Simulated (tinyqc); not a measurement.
Inside a calculation. Method: FCI on RHF in the sto-3g basis, frozen core, for HF, spin multiplicity 1. One step of it, computed by the program tinyqc.

Task: FCI: roots. Diagonalise (each vector has its largest component positive (the first on a tie)); all determinants have Ms = 0, so triplets appear too. The lowest singlet root is the correlation energy.

Occupation strings over the orbitals (2 doubly, a alpha, b beta, 0 empty; spin orbitals ordered 1a 1b 2a 2b ...): 222220 22a22b 2a222b 22b22a 2b222a 222202 222022 220222 2ab222 2ba222 202222

H - E(HF) between determinants (hartree):
```
           222220     22a22b     2a222b     22b22a     2b222a     222202     222022     220222
222220   0.000000   0.000000   0.000000   0.000000   0.000000   0.030037   0.030037   0.210087
22a22b   0.000000   0.527960  -0.010526  -0.210087  -0.045512   0.019633   0.019633   0.083644
2a222b   0.000000  -0.010526   1.317858  -0.045512  -0.092770   0.034247   0.034247  -0.089170
22b22a   0.000000  -0.210087  -0.045512   0.527960  -0.010526  -0.019633  -0.019633  -0.083644
2b222a   0.000000  -0.045512  -0.092770  -0.010526   1.317858  -0.034247  -0.034247   0.089170
222202   0.030037   0.019633   0.034247  -0.019633  -0.034247   1.035907   0.053770   0.039826
222022   0.030037   0.019633   0.034247  -0.019633  -0.034247   0.053770   1.035907   0.039826
220222   0.210087   0.083644  -0.089170  -0.083644   0.089170   0.039826   0.039826   1.138535
2ab222  -0.045512   0.089170  -0.187779  -0.033289   0.065620   0.034186   0.034186   0.092710
2ba222   0.045512  -0.033289   0.065620   0.089170  -0.187779  -0.034186  -0.034186  -0.092710
202222   0.092770   0.065620   0.044222  -0.065620  -0.044222   0.186337   0.186337   0.145997

           2ab222     2ba222     202222
222220  -0.045512   0.045512   0.092770
22a22b   0.089170  -0.033289   0.065620
2a222b  -0.187779   0.065620   0.044222
22b22a  -0.033289   0.089170  -0.065620
2b222a   0.065620  -0.187779  -0.044222
222202   0.034186  -0.034186   0.186337
222022   0.034186  -0.034186   0.186337
220222   0.092710  -0.092710   0.145997
2ab222   1.941537  -0.145997   0.106116
2ba222  -0.145997   1.941537  -0.106116
202222   0.106116  -0.106116   2.880367
```

Give: lowest roots of this matrix, relative to E(HF); lowest vectors; <S^2> of these roots; weight of the ground state by excitation level 0, 1, 2, ....

Result:

lowest roots of this matrix, relative to E(HF) (hartree): -0.0440  0.3128  0.6934  0.9821  1.0118  1.1641  1.2022  1.3662

lowest vectors:
```
         root 1   root 2   root 3   root 4
222220   0.9822   0.0000  -0.0634   0.0000
22a22b   0.0176   0.7056   0.6796   0.0000
2a222b  -0.0048   0.0402  -0.0809   0.0000
22b22a  -0.0176   0.7056  -0.6796   0.0000
2b222a   0.0048   0.0402   0.0809   0.0000
222202  -0.0181   0.0000  -0.0096   0.7071
222022  -0.0181   0.0000  -0.0096  -0.7071
220222  -0.1782   0.0000  -0.2272   0.0000
2ab222   0.0289  -0.0233  -0.0600   0.0000
2ba222  -0.0289  -0.0233   0.0600   0.0000
202222  -0.0227   0.0000  -0.0122   0.0000
```

<S^2> of these roots: 0.0000  2.0000  0.0000  0.0000  0.0000  0.0000  2.0000  0.0000

weight of the ground state by excitation level 0, 1, 2, ...: 0.9647  0.0007  0.0346
